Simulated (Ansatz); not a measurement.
Results of r²SCAN (PAW; Ansatz, a first-principles code) for SrFCuTe (P4/nmm, No. 129; cell taken from a computed entry).

Numerical settings: plane-wave cutoff 560 eV, 8×8×4 k mesh (along the axes of the cell as run), Fermi–Dirac smearing 0.01 eV, no spin polarisation, scalar-relativistic PAW data made under PBE.

Cell (relaxed with PBEsol):

```xyz
8
Lattice="4.1972 0.0000 0.0000 0.0000 4.1972 0.0000 0.0000 0.0000 9.0625" Properties=species:S:1:pos:R:3 pbc="T T T"
Sr     0.0000     2.0986     7.7230
Sr     2.0986     0.0000     1.3396
Cu     2.0986     2.0986     4.5313
Cu     0.0000     0.0000     4.5313
Te     0.0000     2.0986     2.9493
Te     2.0986     0.0000     6.1132
F      2.0986     2.0986     0.0000
F      0.0000     0.0000     0.0000
```

Problem. Predict the band gap.

Solution. 
- band gap = 1.78 eV

Note: cell and atoms aren't relaxed at this level (largest force component 0.11 eV/Å, pressure 2.3 GPa).

Spin–orbit coupling is not included.

The computed numbers hold no vibrational or temperature effects.

Computing time: around 40 core-seconds (rough).
